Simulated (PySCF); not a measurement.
Work out the structure from these simulated measurements.

Formula: H3O3P.

| Quantity | Value |
| --- | --- |
| Rotational structure | rotational constants A, B, C: 8.015, 7.524, 4.412 GHz [PBE0-D3(BJ)/def2-SVP] |
| Dipole | 3.62 D [CAM-B3LYP/def2-SVPD] |
| XPS | P2p3/2 140.1, O1s 537.4, O1s 540.0 (×2), P1s 2154.4 eV [ΔSCF SCAN, pcX-2 on the ionised atom, pcseg-1 elsewhere, spin-free X2C, 2p3/2 from a spin–orbit splitting computed afterwards within the 2p shell] |
| Polarisability | 35.4 au [CAM-B3LYP/def2-SVPD] |
| Valence photoelectron | vertical ionisation energy: 11.58 eV [ΔSCF CAM-B3LYP/def2-SVPD] |
| UV, first state | lowest singlet excitation: 8.13 eV (152 nm, f = 0.053) [TDDFT CAM-B3LYP/def2-SVPD] |
| Triplet | lowest triplet excitation (Tamm–Dancoff): 7.75 eV [TDA CAM-B3LYP/def2-SVPD] |
| 1H NMR | chemical shifts (computed TMS as zero) by class: 7.25 (1 H), 3.16 (2 H) ppm [GIAO PBE0/pcSseg-1] |
| NMR, other nuclei | isotropic shieldings of nuclei other than C and H, by class: 149 (1 O), 211 (2 O), 316 (1 P) ppm [GIAO PBE0/pcSseg-1] |

Electronic properties: PySCF, gas phase, density fitting. Levels stand in brackets. The structure is a single PBE0-D3(BJ)/def2-SVP conformer in the gas phase; no vibrational or solvent corrections. NMR classes are plain means over equivalent atoms (diastereotopic ones count apart unless rotation or inversion swaps them), as if these changed places fast.

Problem. What is the compound? Reason from the data.

Solution. Numbering: `[O:1]=[PH:2]([OH:3])[OH:4]`. Hydrogen classes from least to most shielded: 1 H on a phosphoryl phosphorus, P2 (7.25 ppm), 2 H on 2 hydroxyl oxygens, O3/O4 (3.16 ppm). The other shieldings belong to: 149 ppm, phosphoryl oxygen [O1]; 211 ppm, hydroxyl oxygen [O3/O4]; 316 ppm, phosphoryl phosphorus [P2]. The core levels belong to: P2p3/2 140.1 eV, phosphoryl phosphorus [P2]; O1s 537.4 eV, phosphoryl oxygen [O1]; O1s 540.0 eV, hydroxyl oxygen [O3/O4]; P1s 2154.4 eV, phosphoryl phosphorus [P2]. One atom of each topological class was ionised and stands for its class. The first electron is taken from the HOMO, whose largest Löwdin shares are 0.69 on the phosphoryl oxygen, 0.16 on the phosphoryl phosphorus, 0.06 on the P–H hydrogen and 0.06 on a hydroxyl oxygen. By its constants the optimised geometry is an asymmetric top. Structure: `O=[PH](O)O`. Computed isomers that give other values at the same levels: `OP(O)O` (rotational constant A: 7.431 GHz; this holds for the one conformer computed). The assignments are read from this structure; whether some other isomer fits the data as well wasn't checked.

The values belong to the conformer `[O:1]=[PH:2]([OH:3])[OH:4]`: H–O3–P2–O1 -144°, H–O4–P2–O1 9°.
